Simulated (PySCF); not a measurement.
From results back to the method.

Compound: 1-azetine, C₃H₅N.
SMILES: `C1=NCC1`

The closed-shell ground state was solved 4 times with PySCF (density fitting, gas phase), always in the pcSseg-2 basis (214 functions), with these functionals: B97-2, KT3, PBE0 and wB97X-D. Isolated species at its PBE0-D3(BJ)/def2-TZVP geometry, gas phase.

```json
{"row": "P", "total energy (Eh)": "-174.8210", "HOMO (eV)": "-6.15", "LUMO (eV)": "-1.23", "dipole (D)": "2.29"}
{"row": "Q", "total energy (Eh)": "-172.0225", "HOMO (eV)": "-9.42", "LUMO (eV)": "1.72", "dipole (D)": "2.47"}
{"row": "R", "total energy (Eh)": "-172.0188", "HOMO (eV)": "-7.22", "LUMO (eV)": "-0.24", "dipole (D)": "2.41"}
{"row": "S", "total energy (Eh)": "-171.8745", "HOMO (eV)": "-7.50", "LUMO (eV)": "-0.16", "dipole (D)": "2.43"}
```

Task: Which functional belongs to which row?

Result: P = KT3, Q = wB97X-D, R = B97-2, S = PBE0. By rising HOMO–LUMO gap: KT3 (GGA) 4.92 eV; B97-2 (global hybrid, 21 % exact exchange) 6.98 eV; PBE0 (global hybrid, 25 % exact exchange) 7.34 eV; wB97X-D (range-separated hybrid) 11.14 eV. Total energies of different functionals aren't bounds to one another; each is stationary for its own functional.

The pairwise dispersion term of wB97X-D wasn't added to the energies; at a given geometry it leaves orbitals and properties as they are.
